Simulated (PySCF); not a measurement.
**Bond curve of CS**

Set-up: C def2-TZVP, S def2-TZVP; no relativity (PySCF 2.14). Energies in eV from C + S in their ground configurations at the same level. State: ¹Σ⁺ (singlet), closed shell.

All columns are PBE0. A positive dipole means C(−)S(+).

```csv
R (Å),E (eV),μ (D),Mulliken charge on C (basis-dependent),HOMO (eV),LUMO (eV),Mayer bond order,⟨S²⟩
1.317,-5.376,2.82,-0.15,-8.10,-1.49,2.62,0.00
1.379,-6.437,2.57,-0.13,-8.35,-1.72,2.61,0.00
1.440,-7.026,2.31,-0.11,-8.58,-1.96,2.60,0.00
1.486,-7.236,2.12,-0.10,-8.73,-2.14,2.59,0.00
1.532,-7.294,1.92,-0.09,-8.88,-2.32,2.58,0.00
1.578,-7.232,1.72,-0.08,-9.00,-2.51,2.57,0.00
1.639,-7.010,1.46,-0.06,-9.14,-2.75,2.55,0.00
1.716,-6.575,1.14,-0.03,-9.27,-3.04,2.54,0.00
1.808,-5.909,0.76,0.01,-9.09,-3.38,2.53,0.00
1.930,-4.908,0.30,0.05,-8.74,-3.79,2.51,0.00
```

A fit through these points gives, at Re = 1.529 Å, μ = 1.93 D and dμ/dR = -4.32 D/Å; the reduced mass is 8.725 u.

Question: How strong is the fundamental in the double-harmonic approximation, I = 42.26·(dμ/dR)²/μred km/mol?

Answer: I = 42.26·(-4.32)²/8.725 = 90.4 km/mol at PBE0.
